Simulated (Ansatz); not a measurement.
# AlH₂F+ (quartet): the correlation ladder, cc-pVDZ

An exercise on one series of results from a longer session: the logs are not shown, and one member is left open.

The runs use Ansatz 0.2.0, Gaussian basis; cc-pVDZ, core rule «outside noble gas», up to 6 orbitals frozen.

The runs, in order: UHF; CCSD(T) on ROHF; CCSD(T) on UHF; BCCD(T) on ROHF; CISD as a restricted active space (open shells left free, so some higher excitations enter); CCSDT(Q) on ROHF; CCSDT(Q) on UHF.

44 further runs of the same task are left out: 16 for a known fault of the program, 11 that didn't finish, 17 set aside as unsound or not needed. Runs told in other sessions of the task aren't counted.

## The geometry

The geometry is a PBE0/def2-TZVP stationary point (not a proven minimum) of the parent state, kept for this charge and spin.

4 atoms, charge 1, spin multiplicity 4.

Atoms are counted from 1 here; the program's logs count them from 0.

Bond lengths: Al1–F2 1.669 Å, Al1–H3 1.928 Å, Al1–H4 1.928 Å. Angles: F2–Al1–H3 80.3°, F2–Al1–H4 80.3°, H3–Al1–H4 160.7°.

Set-up of the first run:

in.yaml reads:

```yaml
crystal:
  periodic: [false, false, false]
  atoms:
    - {symbol: Al, position_ang: [0.000000, 0.000000, 0.674065]}
    - {symbol: F, position_ang: [0.000000, 0.000000, -0.994493]}
    - {symbol: H, position_ang: [0.000000, -1.900804, 0.350451]}
    - {symbol: H, position_ang: [0.000000, 1.900804, 0.350450]}
basis:
  gaussian: {orbitals: cc-pVDZ}
total_charge: 1
magnetization: {spin_polarized: true, initial_magnetization: 3}
hamiltonian: {xc: hf}
output: {orbitals: {seedname: orbitals}}
```

Started as:

```
> ansatz run in.yaml --threads 1 --pin off --events-out ev --progress --plain --max-ram 2393MiB
```

Steps of the session up to this table: UHF; CCSD(T) on ROHF; CCSD(T) on UHF; BCCD(T) on ROHF; CISD as a restricted active space (open shells left free, so some higher excitations enter); CCSDT(Q) on ROHF; CCSDT(Q) on UHF.

One of the session's tables, all rows but one given; the rest of the session is left out.

| method | from UCCSDT(Q) (kJ/mol) |
| --- | --- |
| ROHF | +600.8 |
| UHF | +597.7 |
| RMP2 | +26.2 |
| UMP2 | +24.6 |
| CISD | +40.0 |
| RCCSD | +15.6 |
| UCCSD | +15.6 |
| RCCSD(T) | +3.2 |
| UCCSD(T) | ? |
| BCCD(T) | +2.9 |
| RCCSDT | +1.6 |
| UCCSDT | +1.6 |
| RCCSDT(Q) | +0.7 |
| UCCSDT(Q) | 0 |

Q: Estimate the row for UCCSD(T) from the others.

The run gave: from UCCSDT(Q) (kJ/mol): +3.1. In the column «from UCCSDT(Q) (kJ/mol)» it lies between BCCD(T) (+2.9) and RCCSD(T) (+3.2).

To keep in mind: Restricted and unrestricted rows rest on different reference determinants; a gap between their highest levels can come from leftover correlation error, from unlike frozen cores or from another state.
